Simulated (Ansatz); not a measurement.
Input file:

```yaml
crystal:
  periodic: [false, false, false]
  atoms:
    - {symbol: N, position_ang: [0.000000, 0.000000, 0.000000]}
    - {symbol: As, position_ang: [0.000000, 0.000000, 2.531000]}
basis:
  gaussian: {orbitals: cc-pVDZ}
magnetization: {spin_polarized: true, initial_magnetization: 0}
correlation: {method: ccsdt_q_b, electrons: outside_noble_gas}
output: {forces: true}
```

```sh
$ ansatz run in.yaml --threads 1 --pin off --events-out ev --progress --plain --max-ram 2393MiB
```

(1) Roughly how long does this take on 1 thread of INTEL XEON PLATINUM 8581C, shared host, and how much host memory?

```
758 factors; integrals over basis functions are off by at most 2.4e-7 eV
mean field evaluation 1: about -62249.8086 eV, gradient 4.8e1 eV
mean field evaluation 2: about -62249.8270 eV, gradient 4.9e1 eV
mean field evaluation 4: about -62256.8251 eV, gradient 3.8e1 eV
mean field evaluation 8: about -62261.0094 eV, gradient 2.8e1 eV
mean field evaluation 16: about -62268.2597 eV, gradient 1.1e-1 eV
mean field evaluation 32: about -62272.0109 eV, gradient 2.1e0 eV
mean field evaluation 64: about -62274.6592 eV, gradient 4.6e-1 eV
mean field evaluation 96: about -62265.6092 eV, gradient 2.9e-5 eV
mean field evaluation 128: about -62272.7434 eV, gradient 2.3e-1 eV
mean field evaluation 160: about -62267.1424 eV, gradient 1.4e1 eV
...
mean field -62274.70511501 eV, -2288.5532016655 hartree, gradient 9.1e-7 eV, S^2 2.758511; 13 other end points of the search recorded, 0 dependent functions left out
determinant -62274.70511501 eV, -2288.5532016655 hartree, with singles and doubles -62279.36708021 eV, -2288.7245257266 hartree
determinant -62272.77956816 eV, -2288.4824391240 hartree, with singles and doubles -62278.66030849 eV, -2288.6985523450 hartree
determinant -62272.41465584 eV, -2288.4690288433 hartree, with singles and doubles -62277.70932194 eV, -2288.6636042339 hartree
determinant -62272.21288981 eV, -2288.4616140787 hartree, with singles and doubles -62277.45896115 eV, -2288.6544036446 hartree
determinant -62271.42939374 eV, -2288.4328211289 hartree, with singles and doubles -62277.52152206 eV, -2288.6567027154 hartree
determinant -62268.26018597 eV, -2288.3163548917 hartree, with singles and doubles -62275.35571890 eV, -2288.5771109174 hartree
determinant -62265.60917459 eV, -2288.2189320205 hartree, with singles and doubles -62275.21164819 eV, -2288.5718164164 hartree
determinant -62272.73217176 eV, -2288.4806973384 hartree, with singles and doubles -62279.10335957 eV, -2288.7148341718 hartree
15 core orbitals not correlated: weight in the atoms' cores, before any rotation towards them, 1.000 or more for the frozen orbitals, at most 0.000 for the correlated occupied ones
reference -62274.70511501 eV, -2288.5532016655 hartree; 5, 5 occupied and 21, 21 virtual orbitals, 758 factors
second order -3.68348711 eV of doubles, -0.00000000 eV of singles
...
cycle  44  -4.92187208 eV  change   -4.3e-6 eV  update   2.2e-6
cycle  45  -4.92188127 eV  change   -9.2e-6 eV  update   1.9e-6
cycle  46  -4.92188379 eV  change   -2.5e-6 eV  update   1.5e-6
cycle  47  -4.92188617 eV  change   -2.4e-6 eV  update   1.3e-6
cycle  48  -4.92189012 eV  change   -3.9e-6 eV  update   1.2e-6
cycle  49  -4.92189387 eV  change   -3.8e-6 eV  update   9.6e-7
cycle  50  -4.92189670 eV  change   -2.8e-6 eV  update   7.2e-7
cycle  51  -4.92189823 eV  change   -1.5e-6 eV  update   6.2e-7
cycle  52  -4.92189987 eV  change   -1.6e-6 eV  update   5.0e-7
cycle  53  -4.92190063 eV  change   -7.6e-7 eV  update   3.8e-7
perturbative correction -0.02536501 eV, -0.0009321470 hartree
WARN: the results are in doubt because among natural orbitals full CI differs from the method by -0.088 eV
the calculation of the forces begins
Total energy: -62279.65238066 eV, -2288.7350103247 hartree
Atom 0 at     0.000000     0.000000     0.000000 Å, force     0.000000    -0.000000     1.661799 eV/Å
Atom 1 at     0.000000     0.000000     2.531000 Å, force     0.000000    -0.000000    -1.661799 eV/Å
Dipole moment:    -0.000000    -0.000000     0.188877 e Å
In doubt: among natural orbitals full CI differs from the method by -0.088 eV
```

Forces (eV/Å):
```
N    0.000  0.000  1.662
As   0.000  0.000 -1.662
```

The T1 diagnostic is 0.059.

Results:

(1) 64 s wall and 0.59 GiB.
